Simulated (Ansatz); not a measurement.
Ideal-gas functions of CH4SSi (`[SiH3]C=S`) at 600 K and 1 bar, from an Ansatz frequency run at PBE0-D4/def2-TZVP.

Molar mass 76.2 g/mol, point group Cs (symmetry number 1), electronic degeneracy 1, moments of inertia 15.543, 158.67, 168.362 u Å². Harmonic wavenumbers (cm⁻¹, unscaled): 80, 226, 508, 557, 735, 802, 906, 934, 935, 1110, 1261, 2217, 2220, 2267, 3061.

Use S(trans) = R[1.5 ln M + 2.5 ln T − 1.1517]; rotational temperatures θ = 24.2544 K / I; S(rot) = R[ln(√π/σ · √(T³/θAθBθC)) + 1.5]; for each mode x = 1.438777 ν̃/T, S = R[x/(eˣ − 1) − ln(1 − e⁻ˣ)] and H = RT x/(eˣ − 1); 1 cm⁻¹ = 0.0119627 kJ/mol; R = 8.31446 J/(mol·K).

Question: By hand: the entropy, in J/(mol·K).

Answer: Translation 177.4. Rotation: θ = 1.5605, 0.1529, 0.1441 K, giving 111.0. Vibration, mode by mode: 22.06, 13.51, 7.17, 6.50, 4.60, 4.05, 3.33, 3.16, 3.15, 2.26, 1.70, 0.26, 0.26, 0.23, 0.05, in all 72.3. Electronic 0.0. Sum 360.7 J/(mol·K).

Question: By hand: H − E and G − E in kJ/mol, counted from the electronic energy.

Answer: Zero-point energy ½ × 17819 × 0.0119627 = 106.6; thermal vibration 22.9; translation, rotation and pV give 4 RT = 20.0. H − E = 149.5 kJ/mol, and G − E = 149.5 − 600 × 360.7/1000 = -66.9 kJ/mol.

Vibration gives 20 % of the entropy, 22.1 J/(mol·K) of it from the mode under 150 cm⁻¹: soft modes count most, and the harmonic formula is weakest for them.
